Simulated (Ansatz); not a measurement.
Basis-set extrapolation for BH3O3 (`OB(O)O`) (PBE0-D4/def2-TZVP geometry, frozen core, the Gaussian-basis code of Ansatz). Multiplicity 1, RHF reference.

```json
{"": "HF", "def2-TZVPP": "-251.306164", "def2-QZVPP": "-251.318463"}
{"": "MP2 correlation", "def2-TZVPP": "-0.814057", "def2-QZVPP": "-0.880163"}
{"": "CCSD(T) correlation", "def2-TZVPP": "-0.852302", "def2-QZVPP": "not run"}
```

Energies in hartree. Use E(X) = E(∞) + A·exp(−7.88·√X) for Hartree–Fock and E(X) = E(∞) + B·X^(−2.97) for correlation, with X = 3 and 4, and add CCSD(T) minus MP2 of the smaller set to the MP2 limit.

Question: What is the CCSD(T) energy at the basis-set limit?

Answer: HF limit: -251.318463 + (-0.012299) × 0.13774 = -251.32016. MP2 limit: -0.880163 + (-0.066106) × 0.74074 = -0.92913. Higher-order term: -0.852302 − (-0.814057) = -0.03824. Total: -252.28753 hartree, 338.9 kJ/mol below CCSD(T)/def2-TZVPP.
